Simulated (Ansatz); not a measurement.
## Which isomer of C4H3F gives these data?

These gas-phase data were calculated for one isomer of C4H3F at PBE0-D3(BJ)/def2-SVP (harmonic, unscaled wavenumbers; equilibrium rotational constants with average atomic masses):

```
rotational constants            : 49.04, 2.269, 2.169 GHz
all wavenumbers above 1500 cm⁻¹ : 3491, 3231, 3195, 2238, 1750
```

Candidates:

(1) `C#C/C=C\F`, a singlet
(2) `C#C/C=C/F`, a singlet
(3) `C#CC(=C)F`, a singlet

Question: Which structure fits? Where the bands don't settle it, estimate the moments of inertia from typical bond lengths.

Answer: Candidate (2). The rotational constants decide: (1) would give 13.88, 3.353, 2.701 GHz; (3) would give 10.76, 4.041, 2.938 GHz.

The same quantities for all candidates:

|  | rotational constants (GHz) | wavenumbers above 1500 cm⁻¹ | E above the lowest, PBE0-D3(BJ)/def2-SVP (kcal/mol) |
| --- | --- | --- | --- |
| (1) | 13.88, 3.353, 2.701 | 3491, 3237, 3206, 2238, 1749 | 0.0 |
| (2) | 49.04, 2.269, 2.169 | 3491, 3231, 3195, 2238, 1750 | 0.0 |
| (3) | 10.76, 4.041, 2.938 | 3487, 3320, 3203, 2244, 1734 | 1.6 |

Programs: Ansatz 0.2.0.
